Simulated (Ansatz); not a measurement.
# C2H3OS: the cost of one run

Program: Ansatz 0.2.0. Level of theory: RKS CAM-B3LYP/6-31G*. These are calculated values, not measurements.

## (1) The starting structure

Bond lengths: C1–C2 1.536 Å, C2–O3 1.228 Å, C2–S4 1.690 Å, C1–H5 1.091 Å, C1–H6 1.091 Å, C1–H7 1.088 Å. Angles: C1–C2–O3 119.7°, C1–C2–S4 114.1°, O3–C2–S4 126.2°, C2–C1–H5 110.3°, C2–C1–H6 108.7°, C2–C1–H7 110.3°, H5–C1–H6 108.9°, H5–C1–H7 110.3°, H6–C1–H7 108.4°.

Coordinates:

```xyz
7

C     0.1699    0.6681   -0.0067
C    -0.0798   -0.8438    0.0927
O     0.6286   -1.5301    0.8249
S    -1.3740   -1.3924   -0.8457
H     1.1866    0.9052    0.3100
H    -0.5335    1.1818    0.6501
H     0.0022    1.0112   -1.0253
```

## (2) End point A

Contents of input.yaml:

```yaml
crystal:
  periodic: [false, false, false]
  atoms:
    - { symbol: C, position_ang: [0.1699, 0.66806, -0.00672] }
    - { symbol: C, position_ang: [-0.07978, -0.84381, 0.09271] }
    - { symbol: O, position_ang: [0.62857, -1.53008, 0.82494] }
    - { symbol: S, position_ang: [-1.37401, -1.39244, -0.84574] }
    - { symbol: H, position_ang: [1.18665, 0.90525, 0.31004] }
    - { symbol: H, position_ang: [-0.53354, 1.18179, 0.65011] }
    - { symbol: H, position_ang: [0.00221, 1.01124, -1.02535] }
total_charge: -1
basis:
  gaussian: { orbitals: "6-31G*" }
hamiltonian:
  xc: cam_b3lyp
relax:
  f_tol: 0.015
  max_steps: 40
```

Launch:

```sh
$ ansatz run input.yaml --threads 1 --pin off --max-ram 2048MiB --backend cpu --events-out ev --progress --plain --runs-dir out
```

**Question.** How long does this run take on 1 thread of Intel Xeon 6975P-C (Granite Rapids), shared host, and how much memory does it need?

About 28 s, with a peak of 0.16 GiB.
